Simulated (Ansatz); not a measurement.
Molecule: C4H5 (charge -1, singlet). It need not be the lowest isomer of its formula. Whether it binds its extra electron was not tested at this geometry. 
Structure (B3LYP-D3(BJ)/def2-TZVP (Ansatz, an electronic-structure program) minimum search):
SMILES: C1C(C1)=[CH-]
```xyz
9

C      0.0008    -0.0218     0.4132
C     -0.0002    -0.7857    -0.8521
C     -0.0029     0.7588    -0.8633
C      0.0034    -0.0981     1.7449
H     -0.9082    -1.2878    -1.1915
H      0.9081    -1.2847    -1.1949
H      0.9040     1.2568    -1.2109
H     -0.9127     1.2537    -1.2075
H      0.0024     0.9424     2.1482
```
Charge -1, spin multiplicity 1.

Parts of the frozen-core correlation energy in cc-pVDZ (Ansatz, hartree). Frozen orbitals: 4; correlated occupied orbitals by spin: 11 and 11; virtual: 66 and 66. No spin-orbit coupling. Non-relativistic.

```json
[
 {"term": "reference (HF)", "value": "-154.22039"},
 {"term": "MP2 opposite-spin", "value": "-0.41142"},
 {"term": "MP2 same-spin", "value": "[?]"},
 {"term": "CCSD correlation", "value": "[?]"},
 {"term": "(T)", "value": "[?]"},
 {"term": "T1 diagnostic", "value": "0.012"},
 {"term": "largest doubles amplitude", "value": "0.069"}
]
```

**Question.** Some entries are withheld; supply them.

**Answer.** 
- MP2 same-spin, value: -0.13487
- CCSD correlation, value: -0.58623
- (T), value: -0.02226
